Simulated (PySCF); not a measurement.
**Partial charges of `N[SiH2]P`**

Species: H₆NPSi.
Z-matrix (Å and degrees, GFN2-xTB geometry), rows numbered from 1:
```
N 
Si  1  1.7191
P   2  2.2412  1  103.68
H   1  1.0075  2  119.40  3    33.72
H   1  1.0062  2  119.81  3   175.39
H   2  1.4653  1  105.90  3   121.59
H   2  1.4722  1  116.77  3  -116.96
H   3  1.3813  2   94.53  1   168.48
H   3  1.3810  2   95.37  1    75.45
```

Density: PBE0/pcSseg-1 (PySCF); schemes: Mulliken, IAO, Hirshfeld and ESP-fitted. One conformer (not necessarily the lowest) at the GFN2-xTB geometry, without solvent, vibrations or thermal averaging.

Task: Which atoms carry the lowest charge in the Mulliken, IAO, Hirshfeld and ESP-fitted schemes?

Result: All schemes agree: Mulliken N1 (-0.630); IAO N1 (-0.843); Hirshfeld N1 (-0.322); ESP-fitted N1 (-0.960).

Task: For which atoms does the sign change between the 4 schemes (beyond +0.03 e in one, beyond −0.03 e in another)?

Result: For none.

Task: Which atoms carry the highest charge in the Mulliken, IAO, Hirshfeld and ESP-fitted schemes?

Result: All schemes agree: Mulliken Si2 (+0.581); IAO Si2 (+0.740); Hirshfeld Si2 (+0.316); ESP-fitted Si2 (+0.667).

Task: What partial charge does each atom carry?

Result: In e:

| atom | environment | Mulliken | IAO | Hirshfeld | ESP-fitted |
| --- | --- | --- | --- | --- | --- |
| N1 | silicon-bound nitrogen | -0.630 | -0.843 | -0.322 | -0.960 |
| Si2 | SiH2 silicon | +0.581 | +0.740 | +0.316 | +0.667 |
| P3 | three-coordinate phosphorus | -0.267 | -0.123 | -0.029 | -0.389 |
| H4 | N–H hydrogen | +0.200 | +0.264 | +0.114 | +0.374 |
| H5 | N–H hydrogen | +0.195 | +0.263 | +0.119 | +0.370 |
| H6 | Si–H hydrogen | -0.092 | -0.141 | -0.087 | -0.149 |
| H7 | Si–H hydrogen | -0.105 | -0.160 | -0.095 | -0.146 |
| H8 | P–H hydrogen | +0.056 | -0.001 | -0.008 | +0.106 |
| H9 | P–H hydrogen | +0.062 | +0.001 | -0.008 | +0.127 |

Mean size of the charges over all atoms: ESP-fitted 0.365 e, IAO 0.282 e, Mulliken 0.243 e, Hirshfeld 0.122 e. Each set sums to the total charge, 0, to within 0.001 e. The ESP scheme is a least-squares fit of atom-centred charges to the potential on four shells outside the van der Waals surface, with the total charge fixed.

Task: Sum the charges by element, for elements with more than one atom.

Result: 
```tsv
element	atoms	Mulliken	IAO	Hirshfeld	ESP-fitted
H	6	+0.316	+0.225	+0.035	+0.681
```

Task: How closely do the schemes follow one another over all atoms?

Result: Correlation coefficient and root-mean-square difference: IAO with Hirshfeld 0.99, 0.238 e; Mulliken with ESP-fitted 0.99, 0.150 e; Mulliken with IAO 0.98, 0.112 e; IAO with ESP-fitted 0.96, 0.125 e; Mulliken with Hirshfeld 0.96, 0.165 e; Hirshfeld with ESP-fitted 0.94, 0.303 e.

Task: How many electrons does the Hirshfeld scheme count on P3?

Result: Z − q = 15 − (-0.029) ≈ 15.030.

These values come from a run that also computed NMR shieldings. On one thread of an Arm Neoverse V1 (shared host), this took 5.6 s wall and 0.42 GiB of memory at its peak.
